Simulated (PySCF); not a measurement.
Does the answer move with the share of exact exchange?

2,4-hexadiyne, C6H6.
Cartesian coordinates in Å at the PBE0-D3(BJ)/def2-SVP level; atoms count from 1:
```
atom  x, y, z in Å
C1     2.7552   -1.8928    0.3217
C2     1.5646   -1.0744    0.2030
C3     0.5633   -0.3868    0.1022
C4    -0.5633    0.3867   -0.0120
C5    -1.5646    1.0744   -0.1126
C6    -2.7552    1.8928   -0.2309
H7     2.9589   -2.1473    1.3741
H8     3.6389   -1.3678   -0.0746
H9     2.6455   -2.8358   -0.2373
H10   -2.6626    2.8158    0.3636
H11   -2.9346    2.1839   -1.2782
H12   -3.6461    1.3514    0.1252
```

PySCF, def2-SVPD basis, density fitting, gas phase, PBE0-D3(BJ)/def2-SVP geometry; singlet excitations by full TDDFT with frozen cores and triplets by Tamm–Dancoff TDDFT. One functional is left out:

| functional | exact exchange (%) | HOMO energy (eV) | LUMO energy (eV) | lowest singlet excitation (eV) | lowest triplet excitation (eV) | mean polarisability (au) |
| --- | --- | --- | --- | --- | --- | --- |
| LDA | 0 | -5.78 | -1.25 | 4.52 | 3.86 | 87.5 |
| PBE | 0 | -5.62 | -1.06 | 4.56 | 3.72 | 86.4 |
| PBE0 | 25 | -6.71 | -0.16 | 4.66 | 3.72 | 82.7 |
| BHandHLYP | 50 | -7.66 | 0.90 | 4.63 | 3.76 | 80.1 |

Problem. Predict the row of B3LYP (20 % exact exchange) by straight lines through the other rows, and check it.

Solution. 
```
                      property   line  computed  computed − line  PBE0 (25 %), for comparison
              HOMO energy (eV)  -6.49     -6.49             0.00                        -6.71
              LUMO energy (eV)  -0.34     -0.36            -0.02                        -0.16
lowest singlet excitation (eV)   4.60      4.63            +0.03                         4.66
lowest triplet excitation (eV)   3.76      3.78            +0.02                         3.72
      mean polarisability (au)   84.0      83.7             -0.3                         82.7
```
